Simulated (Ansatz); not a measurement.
# OH, quartet: the ladder up to full CI

Geometry: that of the OH, doublet, kept fixed. The doublet lies 7.7 eV lower here.

```yaml
atoms:
  - { symbol: O, position_ang: [0.0000, 0.0000, 0.0000] }
  - { symbol: H, position_ang: [0.0000, 0.0000, 0.9731] }
```

Basis cc-pVDZ; Ansatz 0.2.0. Correlated methods freeze the noble-gas cores, which leaves 7 electrons in 18 orbitals. Prefix R: restricted or restricted open-shell reference; prefix U: unrestricted. Active spaces: valence = (7e, 5o) chosen from the atoms' valence shells.

Full CI is exact within this basis and frozen core; it isn't the basis-set limit. The frozen core follows each run's orbitals, which can shift R against U totals by a few meV.

For open shells CISD and CISDTQ are restricted-active-space CI with the open shells as a complete middle space.

```
UHF ⟨S²⟩                          : 3.757
T1 diagnostic (RCCSD)             : 0.0135
largest doubles amplitude (RCCSD) : 0.039
T1 diagnostic (UCCSD)             : 0.0065
```

```tsv
level	E − E(full CI) (kJ/mol)	share of correlation (%)	wall time
RHF	361.0	0.00	–
UHF	342.4	5.18	–
RMP2	48.3	86.62	–
UMP2	49.6	86.27	–
CISD	9.6	97.34	0.51 s
RCCSD	4.2	98.84	–
UCCSD	3.8	98.93	–
RCCSD(T)	0.6	99.82	0.3 s
UCCSD(T)	0.5	99.87	0.3 s
BCCD(T)	0.6	99.82	0.39 s
RCCSDT	0.1	99.96	–
UCCSDT	0.0	100.00	–
CISDTQ	0.1	99.98	3.8 s
RCCSDT(Q)	0.0	100.01	1.8 s
UCCSDT(Q)	-0.2	100.05	1.7 s
RCCSDTQ	-0.1	100.01	11 s
UCCSDTQ	-0.2	100.05	11 s
CASSCF (valence space)	361.0	0.00	–
NEVPT2 (valence space)	70.7	80.42	0.12 s
MRCISD (valence space)	11.2	96.91	–
MRCISD+Q (valence space)	-1.0	100.28	0.36 s
```

The correlation energy at full CI, counted from RHF, is -3.742 eV. That run took 2.6 s on 1 thread of AMD EPYC 7B13, shared host over 329,284 determinants.

Times hold each run's SCF and search for its determinant on a shared host, so for small cases they say little of a method's own cost; they ran on 1 thread of AMD EPYC 7B13.

More than 5 meV below full CI, which no variational method can be: MRCISD+Q (valence space).

The full-CI state has the irrep A2 of C2v, in the program's axes (one component, if the state is degenerate).

Natural occupations of full CI about the gap: 1.980 1.973 0.997 0.995 0.995 0.015 0.009 0.006 0.006 0.004; effectively unpaired electrons, Σ n²(2−n)², 3.01.
